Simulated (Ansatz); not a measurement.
One change: `CC(C)(Cl)Cl` becomes `CC(F)(Cl)Cl`.

Ansatz, PBE0-D4/def2-TZVP geometries, multiplicity 1. 

```tsv
property	`CC(C)(Cl)Cl`
HOMO–LUMO gap (PBE0/def2-TZVPP) / eV	8.57
LUMO energy (ωB97M-V/def2-TZVPP) / eV	2.34
LUMO energy (B3LYP/def2-TZVPP) / eV	-0.13
HOMO–LUMO gap (B3LYP/def2-TZVPP) / eV	8.02
LUMO energy (PBE/def2-TZVPP) / eV	-0.98
HOMO energy (B3LYP/def2-TZVPP) / eV	-8.15
```

Task: What does the change do to each property? (Estimate.)

Result: Ansatz gave: 
```tsv
property	`CC(F)(Cl)Cl`	shift
HOMO–LUMO gap (PBE0/def2-TZVPP) / eV	8.68	0.11
LUMO energy (ωB97M-V/def2-TZVPP) / eV	2.08	-0.26
LUMO energy (B3LYP/def2-TZVPP) / eV	-0.47	-0.34
HOMO–LUMO gap (B3LYP/def2-TZVPP) / eV	8.12	0.10
LUMO energy (PBE/def2-TZVPP) / eV	-1.30	-0.32
HOMO energy (B3LYP/def2-TZVPP) / eV	-8.59	-0.44
```

With PBE0 the HOMO falls by 0.43 eV and the LUMO falls by 0.33 eV, so the gap widens by about 0.10 eV. PBE moves the HOMO by -0.39 eV and ωB97M-V by -0.43 eV. The zero-point energy changes by -94.7 kJ/mol with -9 modes.

B3LYP here is the variant with VWN-RPA as its local correlation; programs differ in this.
